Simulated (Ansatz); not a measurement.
## [H···H···OH], doublet: transfer scan

Starting geometry:

```xyz
4

H    -1.7980    0.0498    0.0000
H    -1.0530    0.0498    0.0000
O     0.1540    0.0498    0.0000
H     0.4059   -0.8901    0.0000
```

From there H2 is moved from one fragment to the other while all else, the fragments' distance too, stays fixed; atoms are numbered as listed. Energies are in kJ/mol, counted from the starting geometry at the same level.

Basis cc-pVTZ; Ansatz 0.2.0. Only valence electrons are correlated (noble-gas cores frozen). Prefix R: restricted or restricted open-shell reference; prefix U: unrestricted. Active spaces: valence = (9e, 7o) chosen from the atoms' valence shells.

Runs in a small pair space aren't shown, since their orbitals change along the scan.

Full CI isn't at hand for all of this; UCCSDT(Q) serves as the reference, and is uncertain by about the last step of the cluster series. The frozen core follows each run's orbitals, which can shift R against U totals by a few meV.

| distance H1-H2 (Å) | UCCSDT(Q) | error UHF | error RCCSD | error UCCSD | error UCCSDT | error RCCSDT(Q) | error CASSCF (valence space) |
| --- | --- | --- | --- | --- | --- | --- | --- |
| 0.745 | 0.0 | 0.0 | 0.0 | 0.0 | 0.0 | 0.0 | 0.0 |
| 0.776 | -7.2 | 6.2 | 0.8 | 0.7 | 0.1 | 0.0 | 1.1 |
| 0.838 | -20.4 | 14.4 | 2.3 | 1.6 | 0.2 | 0.0 | 1.5 |
| 0.900 | -32.7 | 14.7 | 2.1 | 1.8 | 0.2 | 0.0 | -0.7 |
| 0.962 | -41.0 | 8.5 | 1.1 | 1.3 | 0.1 | 0.0 | -4.7 |

Errors are those of relative energies. In total energy the starting point itself misses UCCSDT(Q) by: UHF 749.4, RCCSD 23.6, UCCSD 22.8, UCCSDT 1.0, RCCSDT(Q) 0.1, CASSCF (valence space) 623.6 kJ/mol.

Spread of the error over the points with a reference, to 0.962 Å (largest less smallest): RCCSDT(Q) 0.0, UCCSDT 0.2, UCCSD 1.8, RCCSD 2.3, CASSCF (valence space) 6.2, UHF 14.7 kJ/mol.
